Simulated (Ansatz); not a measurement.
# Pulling the pair apart

The pair of NH$_{4}$⁺ (SMILES [NH4+], atoms 1–5) and N$_{2}$ (SMILES N#N, atoms 6–7), both closed shells, in one local arrangement (a lower one may exist), relaxed at PBE0-D4/def2-TZVP:

| atom | x (Å) | y (Å) | z (Å) |
| --- | --- | --- | --- |
| N1 | -0.0464 | 0.0969 | -1.0096 |
| H2 | -0.8140 | -0.4708 | -1.3750 |
| H3 | -0.2052 | 1.0765 | -1.2546 |
| H4 | 0.8329 | -0.2167 | -1.4263 |
| H5 | 0.0009 | -0.0019 | 0.0197 |
| N6 | 0.0911 | -0.1901 | 1.9817 |
| N7 | 0.1408 | -0.2939 | 3.0640 |

N$_{2}$ is shifted rigidly along the line between the mean atom positions of the two fragments (negative: closer). Counterpoise interaction energies in kcal/mol. Computed with Ansatz 0.2.0 (basis: def2-TZVPPD); correlated methods freeze the cores.

| shift (Å) | wB97M-V | r2SCAN-D4 | PBE0-D4 |
| --- | --- | --- | --- |
| -0.20 | -4.63 | -4.91 | -5.55 |
| -0.10 | -5.42 | -5.57 | -6.15 |
| 0.00 | -5.73 | -5.79 | -6.32 |
| 0.10 | -5.73 | -5.73 | -6.20 |
| 0.24 | -5.42 | -5.38 | -5.79 |
| 0.49 | -4.48 | -4.42 | -4.74 |
| 0.99 | -2.84 | -2.81 | -2.99 |
| 1.97 | -1.25 | -1.26 | -1.28 |

Question: What does CCSD(T) give at these shifts? (An estimate is asked for; the value comes from the calculation.)

Answer: By the calculation: -4.49, -5.32, -5.67, -5.70, -5.42, -4.53, -2.91, -1.28 kcal/mol. For zero shift, CCSD(T) at an estimated basis limit (MP2 extrapolated from triple and quadruple zeta, plus CCSD(T) − MP2 in triple zeta) gives -5.86 kcal/mol. These are counterpoise interaction energies, counted from the two frozen fragments.

T1 diagnostic: at most 0.011.

For scale, one of the runs: CCSD(T)/def2-TZVPPD, 179 basis functions, launched by `ansatz run in.yaml --threads 2 --pin off --events-out ev --progress --plain --max-ram 5222MiB`. The run took 27 s on 2 CPU threads of an Arm Neoverse V1 (shared host), with 1.8 GiB of host memory at its peak.
